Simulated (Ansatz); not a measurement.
C2H6S (dimethyl sulfide): a two-point extrapolation

C2H6S: 9 atoms, total charge 0, spin state singlet. SMILES: `CSC`. The coordinates come from a PBE0-D4/def2-TZVP relaxation.

```xyz
9

C    -0.4749    1.0469   -0.7325
S     0.8265   -0.1854   -0.8360
C     0.5226   -1.0634    0.7001
H    -1.4613    0.5792   -0.7067
H    -0.4047    1.6660   -1.6274
H    -0.3474    1.6841    0.1451
H    -0.4743   -1.5088    0.7105
H     1.2628   -1.8613    0.7674
H     0.6393   -0.4038    1.5625
```

MP2 energies, 7 core orbitals frozen (Ansatz 0.2.0):

| basis | X | functions | Hartree–Fock (Eh) | correlation (Eh) |
| --- | --- | --- | --- | --- |
| jun-cc-pV(D+d)Z | 2 | 93 | -476.765910 | -0.433596 |
| jun-cc-pV(T+d)Z | 3 | 210 | -476.805280 | -0.541072 |

The +d sets add a tight d function on Al to Ar only. The correlation energy converges as X⁻³, the Hartree–Fock energy about exponentially.

**Question.** Extrapolate to the complete basis.

**Answer.** 
1. Correlation: E(∞) = (3³ E(3) − 2³ E(2))/(3³ − 2³) = (27 × (-0.541072) − 8 × (-0.433596))/19 = -0.586325 Eh.
2. Hartree–Fock: take the larger basis, -476.805280 Eh; it moved by -39.37 mEh in the last step.
3. Total: -476.805280 + (-0.586325) = -477.391605 Eh.
4. jun-cc-pV(T+d)Z holds 92.3 % of the extrapolated correlation energy, jun-cc-pV(D+d)Z 74.0 %.

This is an estimate of the method's limit, not an exact energy. Double-zeta sets lie outside the range where X⁻³ holds well, so a D–T extrapolation is rough.
